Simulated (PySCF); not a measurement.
Molecule: `FC=C`, C₂H₃F.

Bonds (- single, = double, # triple, : aromatic): C1=C2 1.326 Å, C2-F3 1.329 Å. C1 carries H4, H5; C2 carries H6. H4 is cis to F3; H5 is trans to F3.

Geometry PBE0-D3(BJ)/def2-SVP throughout; GIAO in PySCF, gas phase, one conformer, non-relativistic; equivalent atoms averaged; functional PBE0.

Problem. How do the absolute shieldings σ depend on the basis set? (ppm; last column core-seconds on shared hosts with different chips, so compare them loosely)

Solution. 
```tsv
basis set	functions	C2	C1	F3	H6	H5	H4	core-s
STO-3G	18	110.6	144.4	319.0	26.79	27.97	27.99	0.98
6-31G	33	47.1	102.9	284.7	25.53	27.82	27.51	1.8
pcSseg-0	33	20.7	84.5	274.7	25.78	27.95	27.66	1.4
6-31G*	48	44.7	103.1	295.3	25.22	27.69	27.30	2.2
def2-SVP	57	40.0	100.3	295.9	24.92	27.01	26.57	2.5
cc-pVDZ	57	42.6	102.8	290.0	24.72	26.91	26.52	2.4
pcSseg-1	66	20.4	84.3	276.6	24.53	26.67	26.24	3.3
aug-cc-pVDZ	96	41.2	101.8	300.9	24.40	26.72	26.41	4.3
6-311+G(2d,p)	99	24.6	88.7	288.7	24.64	26.99	26.61	4.4
def2-TZVP	111	23.3	88.6	286.2	24.64	26.92	26.61	5
cc-pVTZ	132	25.2	90.0	284.0	24.50	26.72	26.45	5.6
IGLO-III	135	16.8	82.7	285.9	24.48	26.81	26.47	5.4
pcSseg-2	150	15.8	82.2	284.3	24.39	26.62	26.29	4.7
pcSseg-3	315	15.2	81.6	284.9	24.29	26.55	26.27	27
```

Problem. Which nucleus moves most, in ppm?

Solution. C2 (alkene CH): from 15.2 ppm with pcSseg-3 to 110.6 ppm with STO-3G. The smallest spread is 1.41 ppm, at H5. Proton shifts span only some 12 ppm, so a few tenths of a ppm matter as much there as several ppm in carbon.

Problem. Taking the largest basis, pcSseg-3 (315 functions), as the yardstick, rank the others by their worst heavy-atom deviation.

Solution. pcSseg-2 0.6 ppm (150 functions), IGLO-III 1.6 ppm (135 functions), def2-TZVP 8.1 ppm (111 functions), pcSseg-1 8.3 ppm (66 functions), 6-311+G(2d,p) 9.4 ppm (99 functions), cc-pVTZ 10.0 ppm (132 functions), pcSseg-0 10.2 ppm (33 functions), def2-SVP 24.7 ppm (57 functions), aug-cc-pVDZ 25.9 ppm (96 functions), cc-pVDZ 27.4 ppm (57 functions), 6-31G* 29.5 ppm (48 functions), 6-31G 31.8 ppm (33 functions), STO-3G 95.3 ppm (18 functions).

A small basis that lands close on one nucleus may do so by chance; judge by the trend and by all nuclei.
